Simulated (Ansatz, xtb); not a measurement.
System: methyl chloride, CH3Cl, net charge 0, singlet state. 
Structure (B3LYP-D3(BJ)/def2-TZVP (Ansatz, a first-principles code) minimum search):
SMILES: CCl
```xyz
5

C      0.0082     0.0133    -1.1337
Cl    -0.0048    -0.0077     0.6605
H      0.0175     1.0478    -1.4634
H      0.8997    -0.5040    -1.4752
H     -0.8852    -0.4920    -1.4879
```

Harmonic wavenumbers from GFN2-xTB (xtb, at its own minimum), cm⁻¹: 712, 1000, 1000, 1315, 1441, 1442, 3031, 3044, 3044.

**Question.** Give the harmonic wavenumbers at B3LYP-D3(BJ)/def2-TZVP (Ansatz, finite differences of forces, unscaled).

**Answer.** 713, 1026, 1026, 1381, 1484, 1484, 3073, 3167, 3167 cm⁻¹. Zero-point energy 23.6 kcal/mol.

**Question.** From these and the geometry, give the ideal-gas thermochemistry at 298.15 K and 1 atm (rigid rotor, harmonic oscillator).

**Answer.** Point group C3v, rotational symmetry number 3. Rotational constants 157.3, 13.11, 13.11 GHz. S(trans) 37.68, S(rot) 17.83, S(vib) 0.50, S(elec, spin only) 0.00, S 56.0 cal/(mol K). H(298) - H(0) 2.49 kcal/mol; G - E(el) 9.4 kcal/mol. Tabulated S at 1 bar: 56.1 cal/(mol K) (CRC Handbook, as tabulated in the package chemicals).
